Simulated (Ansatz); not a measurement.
A calculation with Ansatz (development build ahead of 0.2.0).

```yaml
crystal:
  periodic: [false, false, false]
  atoms:
    - { symbol: C, position_ang: [-0.02113, -0.0111, -0.02869] }
    - { symbol: H, position_ang: [-0.34307, -0.1371, 0.98259] }
    - { symbol: H, position_ang: [0.51777, 0.8188, -0.43253] }
basis:
  gaussian: { orbitals: def2-SVP }
total_charge: 1
magnetization:
  spin_polarized: true
  initial_magnetization: 1
hamiltonian:
  xc: hf
output:
  forces: true
```

The input is written out in the form of the current development build from the run's settings.

Results

* Converged: yes
* Total energy: -38.53282 hartree
* Spin squared of the determinant: 0.753
* Stability test: minimum

Forces (eV/Å):
```csv
atom,Fx,Fy,Fz
C1,0.006,0.020,0.017
H2,-0.523,-0.587,0.846
H3,0.516,0.567,-0.862
```
